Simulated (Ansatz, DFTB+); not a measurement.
## Abstraction of H: C3H9N + C3H5 → C3H8N + C3H6

Species: C3H9N (trimethylamine) `CN(C)C`, singlet; C3H5 (cyclopropyl) `[CH]1CC1`, doublet; C3H8N `[CH2]N(C)C`, doublet; C3H6 (cyclopropane) `C1CC1`, singlet. A radical takes H: the energy is the difference in strength between two C–H bonds in different surroundings.

Shapes, held fixed at every level: PBE0-D4/def2-TZVP. Flexible molecules stand in one conformer, not always the lowest. Programs: Ansatz 0.2.0, DFTB+ 25.1. The zero-point and thermal change to 298 K, harmonic and unscaled (PBE0-D4/def2-TZVP), is +3.2 kJ/mol.

```csv
level,kind,ΔH(298 K) (kJ/mol),less CCSD(T)/def2-SVP,CPU time (sum over the molecules)
MP2/def2-TZVPP,perturbation theory,-67.1,-5.0,–
DFTB2,semi-empirical,-68.9,-6.8,0.23 s
HF/def2-SVP,Hartree–Fock,-53.2,+8.9,–
PBE-D4/def2-TZVPP,GGA,-70.0,-7.9,62 s
B3LYP-D4/def2-TZVPP,global hybrid,-70.6,-8.5,51 s
r2SCAN0-D4/def2-TZVPP,global hybrid,-62.4,-0.3,64 s
wB97X-V/def2-TZVPP,range-separated hybrid,-69.4,-7.3,94 s
CCSD(T)/def2-SVP,coupled cluster or CI,-62.1,0.0,81 s
```

The highest level, CCSD(T)/def2-SVP, gives ΔH(298 K) = -62.1 kJ/mol; the levels span -70.6 to -53.2. The column of differences is taken from that level and isn't an error. No measured value is set beside it here. Open shells run unrestricted. Times are processor times on shared x86 and Arm servers, and rough.
